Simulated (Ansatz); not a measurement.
A nudged elastic band was laid between two geometries of C$_{3}$H$_{4}$FN (9 atoms, charge 0, multiplicity 1).

Method: RKS PBE-D4/def2-SVP (Ansatz 0.2.0).

```
movable images  : 5
climbing image  : yes
spring          : 5.0 eV/Å²
optimiser       : quadratic models (default)
start path      : through a guess of the saddle point
force threshold : 0.05 eV/Å
iteration limit : 60
end points      : relaxed
```

Image 0:

```xyz
9
Properties=species:S:1:pos:R:3
N 1.570 -0.643 -0.641
C 0.287 -0.803 -0.146
C -0.538 0.148 0.288
C -1.331 1.062 0.801
F -2.313 1.697 0.101
H 1.839 0.302 -0.921
H 1.909 -1.371 -1.271
H -0.030 -1.862 -0.076
H -1.304 1.423 1.847
```

Image 6:

```xyz
9
Properties=species:S:1:pos:R:3
N 1.404 -0.640 -0.953
C 0.275 -0.801 -0.168
C -0.525 0.153 0.306
C -1.332 1.069 0.790
F -2.390 1.593 0.107
H 2.101 -1.383 -0.910
H 1.798 0.300 -1.007
H 0.016 -1.861 0.022
H -1.259 1.523 1.797
```

Which bonds break or form, and what moves?

No bond is made or broken. The dihedral H6–N1–C2–C3 goes from -16 to 155°.

What energy profile does the band end with?

The run converged. The highest image is number 3 of 0 to 6, 0.48 eV above the first end and 0.48 eV above the last; the last end lies 0.00 eV above the first. A vibrational analysis at the climbing image gives one clearly imaginary mode, 459i cm⁻¹: a first-order saddle point.

| image | path coordinate (Å) | energy (eV) | dihedral H6–N1–C2–C3 (°) |
| --- | --- | --- | --- |
| 0 | 0.00 | 0.00 | -16 |
| 1 | 0.59 | 0.08 | -1 |
| 2 | 1.19 | 0.32 | 24 |
| 3 | 1.79 | 0.48 | 57 |
| 4 | 2.38 | 0.32 | 93 |
| 5 | 2.98 | 0.09 | 127 |
| 6 | 3.58 | 0.00 | 155 |

What is the geometry of the highest image?


```xyz
9
Properties=species:S:1:pos:R:3
N 1.522 -0.820 -0.797
C 0.291 -0.948 -0.052
C -0.506 0.047 0.303
C -1.269 1.052 0.687
F -2.292 1.538 -0.052
H 2.151 -0.178 -0.294
H 1.324 -0.341 -1.687
H 0.017 -1.985 0.231
H -1.149 1.589 1.645
```

What are the harmonic wavenumbers there?

459i, 138, 190, 336, 531, 624, 767, 824, 846, 978, 1099, 1151, 1189, 1272, 1404, 1552, 2012, 3026, 3096, 3391, 3462 cm⁻¹.

The run took 2.6 min on 1 thread of Arm Neoverse V1, with other jobs on the host, peak memory 0.12 GiB.
